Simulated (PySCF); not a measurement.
The vertical singlet excitations below were computed for one of the candidates. Computed with TDDFT B3LYP/def2-SVPD, vertical, gas phase, core orbitals frozen in the response (PySCF 2.14.0, density-fitted response routines). Geometries: GFN2-xTB, one conformer each.

```csv
state,ν̃ (cm⁻¹),f,"main configurations (H = HOMO, L = LUMO)"
S1,35770,0.0059,H-1→L (99%)
S2,40210,0.311,H→L (93%)
S3,47460,0.030,"H→L+1 (59%), H-2→L (38%)"
S4,51700,0.0001,"H-1→L+1 (64%), H→L+2 (17%), H-3→L (16%)"
S5,52500,0.020,"H→L+2 (37%), H-1→L+1 (32%), H-3→L (24%)"
S6,52830,0.011,"H-3→L (56%), H→L+2 (42%)"
S7,54240,0.090,"H-2→L (54%), H→L+1 (35%)"
S8,54410,0.0032,H→L+3 (97%)
```

Triplets computed (Tamm–Dancoff): 2.68, 3.72, 4.40 eV.

**Question.** Which candidate is it?
A. `CC1=CP1`
B. `O=C1C=CC1`
C. `C=CP=C`

**Answer.** C. Its S1 lies at 4.44 eV; the nearest of the others has S1 at 3.81 eV. S1 is HOMO-1→LUMO (99%). Löwdin shares by element: HOMO carbon 66%, phosphorus 23%; LUMO carbon 57%, phosphorus 32%. At the same level the other candidates give, for their lowest levels:
- `O=C1C=CC1`: 3.81 eV (f 0.000); 5.87 eV (f 0.114); 6.41 eV (f 0.000); 6.93 eV (f 0.039); 7.04 eV (f 0.000); T1 3.39 eV; HOMO -7.19, LUMO -1.85 eV
- `CC1=CP1`: 5.15 eV (f 0.010); 5.33 eV (f 0.011); 5.79 eV (f 0.006); 5.92 eV (f 0.017); 6.63 eV (f 0.013); T1 3.99 eV; HOMO -6.36, LUMO -0.28 eV

Conformer computed: `[CH2:1]=[CH:2][P:3]=[CH2:4]`: C1–C2–P3–C4 180°.
